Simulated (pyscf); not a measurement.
Thermochemistry of product channels of Cl–Zn–Cl (SMILES [Cl][Zn][Cl]) + HO–SiH₃ (SMILES O[SiH3]) on the singlet surface, in kJ/mol, from ωB97M-D3(BJ)/def2-TZVP energies (ideal gas, 1 atm, RRHO with modes under 100 cm⁻¹ raised to 100, one conformer, R ln 2 for chiral ones without a mode under 150 cm⁻¹). Optimised with ωB97X-D3(BJ)/def2-SVP in PySCF.

```csv
products,ΔE,ΔH(298 K),ΔG(298 K),ΔG(600 K)
HCl (SMILES Cl) + H₃Si–O–Zn–Cl (SMILES [SiH3][O][Zn][Cl]),+74.4,+67.4,+67.8,+67.9
HCl (SMILES Cl) + HO–SiH₂–Zn–Cl (SMILES O[SiH2][Zn][Cl]),+97.3,+95.9,+96.0,+95.3
```

These are energies of the channels, which say nothing of barriers. Elements up to Kr have no core potential and no relativistic terms here.
